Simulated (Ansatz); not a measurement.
# Worked example: vertical ionisation energy of C2H2O (oxirene)

C2H2O has 5 atoms, charge 0, and is taken as a singlet. SMILES: `C1=CO1`. The coordinates come from a PBE0-D4/def2-TZVP relaxation.

Both states at this one shape; open shells run unrestricted unless said. 1 Eh = 27.2114 eV.

```tsv
level	program	singlet C2H2O (Eh)	doublet C2H2O+ (Eh)	HOMO of the first (eV)
HF/3-21G	Ansatz	-150.723434	-150.444947	-9.16
BLYP/aug-cc-pVDZ	Ansatz	-152.457951	-152.146364	-4.34
B3LYP/6-31G* (Cartesian functions)	Ansatz	-152.465501	-152.158733	-5.06
wB97X/aug-cc-pVDZ	Ansatz	-152.451052	-152.133228	-8.35
```

**Question.** Work out the vertical ionisation energy at each level.

**Answer.** 
1. HF/3-21G: -150.444947 − (-150.723434) = 0.278487 Eh = 7.58 eV; −ε(HOMO) = 9.16 eV.
2. BLYP/aug-cc-pVDZ: -152.146364 − (-152.457951) = 0.311587 Eh = 8.48 eV; −ε(HOMO) = 4.34 eV.
3. B3LYP/6-31G* (Cartesian functions): -152.158733 − (-152.465501) = 0.306768 Eh = 8.35 eV; −ε(HOMO) = 5.06 eV.
4. wB97X/aug-cc-pVDZ: -152.133228 − (-152.451052) = 0.317824 Eh = 8.65 eV; −ε(HOMO) = 8.35 eV.

No measured value is set beside it here; the levels span 7.58 to 8.65 eV. In Hartree–Fock, −ε(HOMO) (Koopmans) exceeds the difference of totals by the orbital relaxation of the ion. In semi-local functionals −ε(HOMO) lies far under the ionisation energy, a result of self-interaction, while the difference of totals does much better. Hartree–Fock favours the state with fewer electron pairs, since it lacks pair correlation.
